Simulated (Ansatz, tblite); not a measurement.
Forces on the cluster Mg₃H₄ at its r2SCAN-D4/def2-TZVP geometry. Charge 0, multiplicity 1.

The xTB rows come from tblite. The restricted singlet is unstable towards broken spin symmetry in Hartree–Fock (as tested in another run); at PBE-D4/def2-TZVP this wasn't settled. Another isomer (singlet) lies 0.37 eV lower at PBE0-D4/def2-TZVP; other spin states weren't run for this one.

GFN1-xTB (tblite), largest force 0.77 eV/Å:

```xyz
7
positions Å, forces eV/Å
Mg    0.305    1.563   -0.616   -0.070    0.077   -0.084
Mg   -0.963   -1.352    0.078    0.163   -0.386    0.305
Mg    1.308   -0.554    1.139    0.331    0.682   -0.144
H     0.727   -1.981   -0.170   -0.284   -0.139   -0.374
H     0.259    3.075   -1.435    0.128   -0.368    0.274
H    -1.084    0.207   -0.805    0.222    0.113    0.086
H    -0.552   -0.959    1.809   -0.490    0.021   -0.063
```

GFN2-xTB (tblite), largest force 1.68 eV/Å:

```
Mg 0.579 -0.432 0.603
Mg -0.345 -0.442 0.005
Mg 1.010 1.340 -0.044
H -0.295 -0.342 -0.551
H -0.011 0.054 -0.036
H -0.230 -0.164 -0.062
H -0.710 -0.013 0.086
```

PBE-D4/def2-TZVP (Ansatz), largest force 0.20 eV/Å:

```
Mg -0.008 -0.006 -0.001
Mg -0.147 -0.126 -0.028
Mg 0.098 0.034 0.041
H 0.058 -0.024 -0.055
H 0.014 0.043 -0.014
H 0.014 0.041 -0.012
H -0.029 0.039 0.068
```
